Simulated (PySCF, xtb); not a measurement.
Ranking isomers of BHO

3 gas-phase structures of BHO, found in a search over its isomers (lower ones may exist). Each was relaxed with GFN2-xTB:

A. a singlet given by its coordinates
B. `[B]O`, a triplet
C. `B=O`, a singlet

A (Å):

```xyz
3

B    -1.3108   -0.1496   -0.5181
O    -0.3673    0.4458   -0.0096
H     0.3638    0.9070    0.3842
```

Close contacts (Å): B1–O2 1.23, O2–H3 0.95.

Estimate their order in r2SCAN-D4/def2-SVP energy at these geometries, lowest first.

Calculated order at r2SCAN-D4/def2-SVP: C (0.0), A (53.4), B (106.4) kcal/mol.

Energies above the lowest of each column, in kcal/mol; the last columns are at PBE0-D4/def2-TZVP geometries (a dash: not run or not comparable):

```
structure  GFN2-xTB  HF/STO-3G  r2SCAN-D4/def2-SVP  PBE0-D4/def2-TZVP  CCSD(T)/def2-TZVPP
        C       0.0        0.0                 0.0                0.0                 0.0
        A      68.1       74.3                53.4               46.6                44.2
        B         –      110.9               106.4              108.3               113.9
```

Every level run on C puts it lowest or level with the lowest. GFN2-xTB has no spin polarisation and isn't compared across spin states. Open shells are spin-unrestricted.

Programs: PySCF 2.14.0, xtb 6.7.1.
